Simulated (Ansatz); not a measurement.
## How far a parabola holds: energy against volume of zinc-blende CdS (metastable phase)

System: zinc-blende CdS (metastable phase). Method: LDA (PAW; Ansatz, a program for electronic structure). Run with plane-wave cutoff 520 eV, 10×10×10 k mesh, Fermi–Dirac smearing 0.01 eV, scalar-relativistic PAW data made under PBE. The cell has no free parameter but its volume, all volumes share cutoff and mesh, and the runs aren't spin-polarised. Energies are free energies at the run's smearing, counted from the lowest row; static lattice.

| V (Å³/atom) | E (meV/atom) |
|---|---|
| 22.416 | ? |
| 22.892 | 8.73 |
| 23.369 | 2.10 |
| 23.846 | 0.00 |
| 24.323 | 1.96 |
| 24.800 | 7.54 |

Q: Using a parabola, estimate the missing E at V = 22.416 from the other rows, showing the fit.

A: With u = V - 23.8, the rows have u = -0.9080, -0.4310, 0.0460, 0.5230, 1.0000. Least squares gives E = 0.041 - 1.3509·u + 8.9408·u². Residuals (row less fit): 0.091, -0.184, 0.002, 0.180, -0.091; standard error 0.203 (degrees of freedom: 2). The fitted curve has its minimum at V = 23.9, where E = -0.01. Its curvature is d²E/dV² = 2 × 8.9408 meV/Å⁶, so B = V0·d²E/dV² × 0.1602 = 68.4 GPa. At the withheld row, u = -1.3840, so E = 0.041 - 1.3509 × (-1.3840) + 8.9408 × (-1.3840)² = 19.036 meV/atom. The calculation gives 20.44 meV/atom, 1.404 meV/atom above the prediction (6.9 % of the range of E in the table). The row lies outside the fitted rows, so this is an extrapolation. From the scatter of the fitted rows alone, a prediction at this place has a standard error of 0.481 meV/atom, so the miss is 2.9 times that.

The residuals are curvature that a parabola lacks, not noise. A solid that stiffens under compression and softens on expansion lies above the parabola at the compressed end and under it at the expanded end, as this row does. A third-order Birch-Murnaghan fit to the whole scan has B0 = 68.0 GPa. Only scans are tabulated whose curvature falls smoothly with volume, and where the parabola meets the shown rows within 5 % of their range and misses the end by 0.1 meV or more.
